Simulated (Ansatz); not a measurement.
Rhombohedral A7 Bi, treated with r²SCAN-D4 (Ansatz, a first-principles code, plane waves, PAW).

Numerical settings: plane-wave cutoff 560 eV, 16×16×16 k mesh, Fermi–Dirac smearing 0.05 eV, scalar-relativistic PAW data made under PBE.

Properties against volume:

Shape and atoms are relaxed at each volume.

| V (Å³/atom) | P (GPa) | c (Å) | a (Å) |
|---|---|---|---|
| 34.495 | 1.35 | 11.824 | 4.496 |
| 35.214 | 0.62 | 12.001 | 4.509 |
| 35.933 | 0.01 | 12.185 | 4.520 |
| 36.651 | -0.52 | 12.372 | 4.530 |
| 37.370 | -0.92 | 12.588 | 4.535 |

Note: the bulk modulus comes from volumes at which shape and atoms were relaxed.
